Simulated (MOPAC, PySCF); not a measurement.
C4H4O, SMILES `c1ccco1`, neutral singlet in the gas phase. 

Z-matrix (Å, degrees):
```
C
C 1 1.3553
O 2 1.3619 1 110.32
C 3 1.3619 2 106.96 1 -0.01
C 4 1.3553 3 110.32 2 -0.01
H 4 1.0753 5 133.65 1 -179.99
H 2 1.0753 1 133.65 5 -179.99
H 5 1.0767 4 126.41 6 -0.01
H 1 1.0767 2 126.41 7 -0.01
```
Charge 0, multiplicity 1.

All levels are single points at this geometry (B3LYP-D3(BJ)/def2-TZVPD); Pople sets use spherical d functions. Orbital energies aren't observables, and empty levels follow the basis.

```json
[
 {"level": "M06-2X/def2-TZVPD in PySCF", "HOMO (eV)": "-7.84", "LUMO (eV)": "0.57", "gap (eV)": "8.41", "dipole (D)": "0.67", "vertical IE, Delta-SCF (eV)": "–"},
 {"level": "M06-2X/6-31G* in PySCF", "HOMO (eV)": "-7.56", "LUMO (eV)": "1.74", "gap (eV)": "9.29", "dipole (D)": "0.64", "vertical IE, Delta-SCF (eV)": "–"},
 {"level": "HF/3-21G in PySCF", "HOMO (eV)": "-8.87", "LUMO (eV)": "4.64", "gap (eV)": "13.51", "dipole (D)": "1.01", "vertical IE, Delta-SCF (eV)": "–"},
 {"level": "HF/STO-3G in PySCF", "HOMO (eV)": "-7.24", "LUMO (eV)": "7.87", "gap (eV)": "15.11", "dipole (D)": "0.43", "vertical IE, Delta-SCF (eV)": "–"},
 {"level": "AM1 in MOPAC", "HOMO (eV)": "-9.46", "LUMO (eV)": "0.86", "gap (eV)": "10.32", "dipole (D)": "0.35", "vertical IE, Delta-SCF (eV)": "–"},
 {"level": "PM3 in MOPAC", "HOMO (eV)": "-9.49", "LUMO (eV)": "0.69", "gap (eV)": "10.18", "dipole (D)": "0.15", "vertical IE, Delta-SCF (eV)": "–"}
]
```
